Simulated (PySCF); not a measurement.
One of the candidates below gave these computed data.

| technique | computed result |
| --- | --- |
| Couplings | largest of the computed one-bond spin–spin couplings (means over like bonds): 13C–1H +150.8 (×9), 15N–1H -79.2, 15N–13C -6.3 (×3) Hz [B3LYP/pcJ-1, spin–dipole term left out for some pairs] |
| UV, strongest line | among the 8 lowest singlet transitions: S2/S3 at 10.57 eV (117 nm, f = 0.053 summed over these states) [TDDFT PBE0/def2-SVPD] |
| 13C NMR | chemical shifts (computed TMS as zero) by class: 47.2 (3 C) ppm [GIAO PBE0/pcSseg-1] |
| Triplet | lowest triplet excitation (Tamm–Dancoff): 10.15 eV [TDA PBE0/def2-SVPD] |
| 1H NMR | chemical shifts (computed TMS as zero) by class: 4.54 (1 H), 3.26 (9 H) ppm [GIAO PBE0/pcSseg-1] |
| UV, first state | lowest singlet excitation: 10.35 eV (120 nm, f = 0.000) [TDDFT PBE0/def2-SVPD] |
| Rotational structure | rotational constants A, B, C: 8.311, 8.309, 4.848 GHz [GFN2-xTB] |

The electronic properties come from PySCF, for the isolated species, density fitting. Levels stand in brackets. Isolated species at its GFN2-xTB geometry, gas phase. NMR values are class means; diastereotopic atoms form classes of their own.

Question: Which candidate is it?
A. `CC=[N+](C)C`
B. `C[NH+](C)C`
C. `CC[NH2+]C`

Answer: B. It is `C[NH+](C)C`. Numbering: `[CH3:1][NH+:2]([CH3:3])[CH3:4]`. 3 carbons fall into 1 class: N-methyl carbon [C1/C3/C4] (47.2 ppm, 3 C). Hydrogen classes from least to most shielded: 1 H on an ammonium nitrogen, N2 (4.54 ppm), 9 H on 3 N-methyl carbons, C1/C3/C4 (3.26 ppm). The couplings run between: +150.8 Hz, N-methyl carbon [C1] and its hydrogen (with 8 like pairs); -79.2 Hz, ammonium nitrogen [N2] and its hydrogen; -6.3 Hz, ammonium nitrogen [N2] and N-methyl carbon [C1] (with 2 like pairs). S1 is mainly HOMO→LUMO (weight 0.98); the largest Löwdin shares of the orbital it empties are 0.19 on each of 3 atoms of one kind (N-methyl carbon) and 0.07 on a methyl hydrogen, of the orbital it fills 0.25 on the N–H hydrogen and 0.13 on the ammonium nitrogen. The optimised geometry has point group C3v and is an oblate symmetric top (the spread among constants that symmetry makes equal is optimisation noise).

The others, at the same levels:
- `CC[NH2+]C` fails: it has 3 carbon classes against 1; its computed 13C shifts are 52.5 (1 C), 37.5 (1 C), 15.3 (1 C) ppm and 1H shifts are 4.45 (2 H), 3.51 (2 H), 3.41 (3 H), 1.81 (3 H) ppm.
- `CC=[N+](C)C` fails: it has 4 carbons where the 13C data count 3; its computed 13C shifts are 193.0 (1 C), 51.8 (1 C), 41.9 (1 C), 21.4 (1 C) ppm and 1H shifts are 8.61 (1 H), 4.00 (3 H), 3.70 (3 H), 2.79 (3 H) ppm.

Each candidate is one conformer, not necessarily the lowest. Dipoles, sizes and rotational constants follow the conformer. The torsions of the flexible species, by atom-mapped SMILES:
- `[CH3:1][CH2:2][NH2+:3][CH3:4]`: C1–C2–N3–C4 180°
